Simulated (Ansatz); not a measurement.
HNO (`N=O`). The species carries charge 0 and has multiplicity 1.

(1) List the harmonic frequencies (cm⁻¹, unscaled) at PBE0-D4/def2-TZVP in Ansatz. (An estimate is asked.)

(2) Is this a minimum?

(3) Give the ideal-gas thermochemistry at 298.15 K and 1 bar (rigid rotor, harmonic oscillator; point group Cs, symmetry number 1).

(4) And at 400, 500, 600, 800 and 1000 K?

(5) Rotational constants (cm⁻¹)?

## Answers

(1) Computed: 1578, 1725, 2878.

(2) Yes, all 3 modes are real.

(3) Zero-point energy 37.0 kJ/mol; H(298) − E = 46.9 kJ/mol; entropy 220.5 J/(mol·K), of which translation 151.7, rotation 68.8, vibration 0.1; G(298) − E = -18.8 kJ/mol.

(4) 
```tsv
T (K)	H − E (kJ/mol)	S (J/mol/K)	G − E (kJ/mol)
400	50.4	230.5	-41.8
500	54.0	238.5	-65.3
600	57.7	245.4	-89.5
800	65.9	257.1	-139.8
1000	74.8	267.1	-192.2
```

(5) 18.72, 1.454, 1.349.
